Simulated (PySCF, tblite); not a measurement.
**C2H6B radical: geometry, infrared bands and EPR parameters**

Wanted: the infrared bands and EPR parameters of C2H6B radical (`B[CH]C`), by calculation.

Computed with tblite 0.8.0 and PySCF 2.14.0, with density-fitted response routines of our own, on a single molecule in the gas phase. Atoms are numbered from 0 throughout.

## (1) The molecule as given

9 atoms, charge 0, multiplicity 2; geometry from: force field or distance geometry start.

Bonds of the start (Å): B0–C1 1.60, C1–C2 1.51, B0–H3 1.19, B0–H4 1.18, C1–H5 1.12, C2–H6 1.11, C2–H7 1.11, C2–H8 1.11.

## (2) Geometry optimisation with GFN2-xTB

Job settings and geometry (Å):

```
{"job": {"kind": "relax", "xc": "GFN2-xTB", "basis": "xTB"}, "charge": 0, "multiplicity": 2}
B      1.400700     0.031800    -0.334400
C      0.106400    -0.733100     0.202700
C     -1.133300     0.115900     0.106800
H      1.427100     0.410700    -1.464000
H      2.313400     0.229600     0.385400
H      0.272200    -1.030600     1.268300
H     -1.036400     1.048500     0.705500
H     -1.329800     0.393100    -0.952700
H     -2.006800    -0.459800     0.484400
```

Started as:

```bash
> OMP_NUM_THREADS=1 python probes_run.py task.json out
```

One launch serves the whole session: the jobs run in the order shown.

Standard output:

```text
step      E/eV     max force
  0    -230.39379    3.698
  1    -230.63101    2.568
  2    -230.84385    1.269
  3    -230.89212    0.608
  4    -230.91942    0.545
  5    -230.93807    0.613
  6    -230.97023    0.548
  7    -230.99256    0.424
  8    -231.01759    0.472
  9    -231.03852    0.460
 10    -231.05481    0.405
 11    -231.06314    0.220
 12    -231.06653    0.151
 13    -231.06903    0.183
 14    -231.07280    0.221
 15    -231.07688    0.185
 16    -231.08080    0.195
 17    -231.08478    0.187
 18    -231.08957    0.249
 19    -231.09536    0.315
 20    -231.10113    0.296
 21    -231.10512    0.185
 22    -231.10732    0.136
 23    -231.10934    0.165
 24    -231.11200    0.160
 25    -231.11495    0.089
 26    -231.11713    0.198
 27    -231.11834    0.126
 28    -231.11980    0.206
 29    -231.12090    0.165
 30    -231.12238    0.134
 31    -231.12334    0.065
 32    -231.12400    0.062
 33    -231.12418    0.041
 34    -231.12436    0.036
 35    -231.12447    0.022
 36    -231.12452    0.016
 37    -231.12454    0.017
 38    -231.12460    0.021
 39    -231.12467    0.027
 40    -231.12477    0.026
 41    -231.12485    0.028
 42    -231.12493    0.033
 43    -231.12502    0.035
 44    -231.12519    0.046
 45    -231.12547    0.061
 46    -231.12583    0.056
 47    -231.12617    0.051
 48    -231.12640    0.040
 49    -231.12660    0.044
 50    -231.12685    0.059
 51    -231.12708    0.050
 52    -231.12723    0.034
 53    -231.12733    0.034
 54    -231.12744    0.035
 55    -231.12760    0.046
 56    -231.12781    0.049
 57    -231.12799    0.043
 58    -231.12813    0.038
 59    -231.12825    0.036
 60    -231.12845    0.037
 61    -231.12860    0.028
 62    -231.12873    0.017
 63    -231.12878    0.015
 64    -231.12881    0.015
 65    -231.12885    0.013
 66    -231.12888    0.011
 67    -231.12890    0.009
```

Wall time 0.11 s (1 thread of INTEL XEON PLATINUM 8581C at 2.30GHz, shared host).

Relaxation path: (not every step is listed)

| step | energy from step 0 (eV) | largest force (eV/Å) |
| --- | --- | --- |
| 0 | 0.0000 | 3.6979 |
| 1 | -0.2372 | 2.5680 |
| 2 | -0.4501 | 1.2694 |
| 3 | -0.4983 | 0.6081 |
| 4 | -0.5256 | 0.5455 |
| 5 | -0.5443 | 0.6129 |
| 6 | -0.5764 | 0.5479 |
| 7 | -0.5988 | 0.4237 |
| 8 | -0.6238 | 0.4723 |
| 13 | -0.6752 | 0.1831 |
| 18 | -0.6958 | 0.2489 |
| 23 | -0.7156 | 0.1646 |
| 28 | -0.7260 | 0.2056 |
| 33 | -0.7304 | 0.0414 |
| 38 | -0.7308 | 0.0208 |
| 43 | -0.7312 | 0.0350 |
| 48 | -0.7326 | 0.0398 |
| 53 | -0.7335 | 0.0340 |
| 58 | -0.7343 | 0.0383 |
| 62 | -0.7349 | 0.0173 |
| 63 | -0.7350 | 0.0154 |
| 64 | -0.7350 | 0.0148 |
| 65 | -0.7351 | 0.0130 |
| 66 | -0.7351 | 0.0110 |
| 67 | -0.7351 | 0.0086 |

Close pairs (by a distance rule), those that changed most:

| bond | before (Å) | after (Å) | change (Å) |
| --- | --- | --- | --- |
| B0–C1 | 1.596 | 1.508 | -0.088 |
| C1–H5 | 1.119 | 1.085 | -0.033 |
| C1–C2 | 1.506 | 1.478 | -0.028 |
| C2–H7 | 1.113 | 1.087 | -0.026 |
| B0–H3 | 1.192 | 1.173 | -0.019 |
| C2–H8 | 1.112 | 1.094 | -0.018 |
| C2–H6 | 1.112 | 1.095 | -0.018 |
| B0–H4 | 1.179 | 1.172 | -0.007 |

The end geometry stands in the next job.

## (3) Harmonic vibrations with GFN2-xTB

Job settings and geometry (Å):

```
{"job": {"kind": "ir", "xc": "GFN2-xTB", "basis": "xTB"}, "charge": 0, "multiplicity": 2}
B      1.448051    -0.018997    -0.350202
C      0.214381    -0.210387     0.495802
C     -1.167912     0.122139     0.092358
H      1.392092     0.610130    -1.338379
H      2.466567    -0.496956    -0.021499
H      0.277349    -0.619437     1.499300
H     -1.586768     0.872175     0.770904
H     -1.212320     0.500850    -0.925501
H     -1.817879    -0.753523     0.179276
```

Standard output:

```text
mode    cm-1     km/mol
  1     115.0      2.71
  2     175.3     16.18
  3     347.8      0.41
  4     619.8      5.38
  5     788.0    121.40
  6     818.9     35.64
  7     916.8     22.17
  8     930.1      1.43
  9    1079.9      2.61
 10    1175.6     44.25
 11    1220.0     25.68
 12    1366.1      2.50
 13    1370.3     19.06
 14    1449.7      5.84
 15    1470.8     10.79
 16    2608.4    122.99
 17    2632.8    172.36
 18    2924.6     14.85
 19    2955.2     17.51
 20    3019.6     41.45
 21    3045.8     47.45
```

Wall time 0.06 s (1 thread of INTEL XEON PLATINUM 8581C at 2.30GHz, shared host).

The strongest bands and the atoms that carry them (share of the mass-weighted mode):

| cm⁻¹ | km/mol | atoms |
| --- | --- | --- |
| 788 | 121.4 | H4 29 %, H3 27 %, B0 23 % |
| 819 | 35.6 | H4 39 %, B0 23 %, H3 23 % |
| 1176 | 44.2 | H4 31 %, H3 22 %, C1 20 %, C2 12 % |
| 1220 | 25.7 | H5 43 %, B0 17 %, H4 11 % |
| 2608 | 123.0 | H3 63 %, H4 32 % |
| 2633 | 172.4 | H4 60 %, H3 29 %, B0 11 % |
| 3020 | 41.5 | H5 87 % |
| 3046 | 47.5 | H7 87 % |

## (4) EPR parameters: B3LYP/pcH-1

Settings changed since step 3:

```diff
@@ -1,2 +1,2 @@
-{"job": {"kind": "ir", "xc": "GFN2-xTB", "basis": "xTB"}, "charge": 0, "multiplicity": 2}
+{"job": {"kind": "epr", "basis": "pcH-1"}, "charge": 0, "multiplicity": 2}
 B      1.448051    -0.018997    -0.350202
```

Level: UKS B3LYP, pcH-1 on B C H, non-relativistic, mean-field spin-orbit, GIAO.

Standard output:

```text
UKS, coarse grid
  cycle   1  E = -104.59520675  |g| = 2.10e-01
  cycle   2  E = -104.60229120  |g| = 1.96e-01
  cycle   3  E = -104.62347301  |g| = 2.51e-02
  cycle   4  E = -104.62374232  |g| = 1.37e-02
  cycle   5  E = -104.62386721  |g| = 3.13e-03
  cycle   6  E = -104.62387412  |g| = 1.23e-03
  cycle   7  E = -104.62387551  |g| = 6.17e-04
UKS, final grid
  cycle   1  E = -104.62384605  |g| = 7.11e-04
  cycle   2  E = -104.62384589  |g| = 9.26e-04
  cycle   3  E = -104.62384632  |g| = 3.43e-05
  cycle   4  E = -104.62384632  |g| = 2.83e-05
E = -104.62384632 Eh   <S^2> = 0.7525 (exact 0.7500)
g shifts (ppm)      1          2          3
  rmc          -112       -112       -112
  gc              0         24         22
  oz_so          -5        309        715
  total        -117        221        625
hyperfine (MHz)  atom isotope    a_iso     a_fc   dipolar eigenvalues
    0   11B      -8.32      -8.32    -15.45     -8.53     23.98
    1   13C      45.83      45.83    -59.29    -58.76    118.05
    2   13C     -23.43     -23.43     -3.34      0.17      3.17
    3    1H      -7.39      -7.39     -8.77     -2.74     11.51
    4    1H      -7.44      -7.44     -8.93     -2.71     11.64
    5    1H     -42.46     -42.46    -27.96     -2.28     30.24
    6    1H     119.38     119.38     -5.19     -2.57      7.76
    7    1H       0.97       0.97     -3.83     -3.54      7.37
    8    1H      95.36      95.36     -5.05     -3.43      8.48
```

It took 6.4 s on 1 thread of INTEL XEON PLATINUM 8581C at 2.30GHz, shared host; peak memory 0.45 GiB.

Principal g values 2.00220, 2.00254, 2.00294; g(iso) = 2.00256, against 2.00232 for a free electron.

Mean a(iso) over the nuclei that a row names, and the largest dipolar term of the row (other rows stand at the frozen geometry):

| nuclei | isotope | a(iso) (MHz) | a(iso) (G, at g = 2.0023) | largest dipolar term (MHz) |
| --- | --- | --- | --- | --- |
| H6, H7, H8 | 1H | 71.9 | 25.7 | 8.5 |
| C1 | 13C | 45.8 | 16.4 | 118.0 |
| H5 | 1H | -42.5 | -15.2 | 30.2 |
| C2 | 13C | -23.4 | -8.4 | -3.3 |
| B0 | 11B | -8.3 | -3.0 | 24.0 |
| H3, H4 | 1H | -7.4 | -2.6 | 11.6 |

Mulliken spin populations:

| atom | value (e) |
| --- | --- |
| B0 | 0.24 |
| C1 | 0.80 |
| C2 | -0.07 |
| H3 | -0.01 |
| H4 | -0.01 |
| H5 | -0.03 |
| H6 | 0.05 |
| H7 | 0.00 |
| H8 | 0.03 |

In first order the couplings over 0.8 MHz of 1H, 11B give 96 distinct lines over 106.3 G, if the averaged nuclei exchange fast; the same motion can average rows kept apart here too.

The fields below are evaluated on a grid from the run's orbitals.

ELF in a plane through or near 7 of the atoms.

Values, 10 rows by 14 columns:
```
0.00 0.00 0.00 0.00 0.00 0.00 0.00 0.00 0.00 0.00 0.00 0.00 0.00 0.00
0.00 0.00 0.00 0.00 0.00 0.00 0.01 0.01 0.00 0.00 0.00 0.00 0.00 0.00
0.00 0.00 0.00 0.01 0.00 0.04 0.93 0.97 0.23 0.00 0.00 0.00 0.00 0.00
0.00 0.00 0.47 0.95 0.51 0.07 0.97 1.00 0.23 0.02 0.02 0.00 0.00 0.00
0.00 0.06 0.98 1.00 0.99 0.57 0.29 0.38 0.49 0.49 0.18 0.03 0.00 0.00
0.00 0.02 0.72 0.94 0.67 0.39 0.83 0.77 0.57 0.48 0.28 0.03 0.00 0.00
0.00 0.00 0.02 0.22 0.96 0.99 0.21 0.38 1.00 0.84 0.10 0.01 0.00 0.00
0.00 0.00 0.00 0.51 1.00 1.00 0.27 0.23 0.99 0.93 0.06 0.00 0.00 0.00
0.00 0.00 0.00 0.02 0.44 0.54 0.03 0.00 0.07 0.03 0.00 0.00 0.00 0.00
0.00 0.00 0.00 0.00 0.00 0.00 0.00 0.00 0.00 0.00 0.00 0.00 0.00 0.00
```
The map spans 10.1 Å across and 8.4 Å up, centred on the molecule. Atoms in the plane (x, y in Å): B0 (-1.5, -0.2), C1 (-0.1, 0.5), C2 (1.2, -0.2), H3 (-1.6, -1.3), H4 (-2.5, 0.5), H5 (-0.1, 1.6), H7 (1.1, -1.2).

On the surface of density 0.002 e/bohr³ the electrostatic potential runs, from the 1st to the 99th percentile, from -0.60 to 0.88 V.

The spin density lies nearest to C1 56 %; B0 20 %; H5 7 %.

## (5) Summary of results

| quantity | value |
| --- | --- |
| strongest single infrared mode (GFN2-xTB) | 2633 cm⁻¹, 172 km/mol |
| zero-point energy (GFN2-xTB) | 44.4 kcal/mol |
| g(iso) (B3LYP) | 2.00256 |
| ⟨S²⟩ | 0.752 (exact 0.75) |
| largest a(iso) (averaged by class) | 1H on H6, H7, H8, 71.9 MHz |
| potential on the surface of density 0.002 e/bohr³, 1st and 99th percentile | -0.60 V and 0.88 V |

In words: The optimisation took 67 steps and gained 0.735 eV; among the close pairs (by a distance rule), B0–C1 changed most, from 1.596 to 1.508 Å. All 21 modes are real, so the xTB geometry is a minimum. The strongest single mode, at 2633 cm⁻¹, moves mainly H4. Unscaled tight-binding wavenumbers are off by several per cent, some by more. Its intensities can rank the bands wrongly. The largest share of the spin, 0.80 e, sits on C1. The isotropic g lies 0.2 ppt above the free-electron value. The conformer search found further structures of the same energy, which may be mirror or relabelled copies of this one.
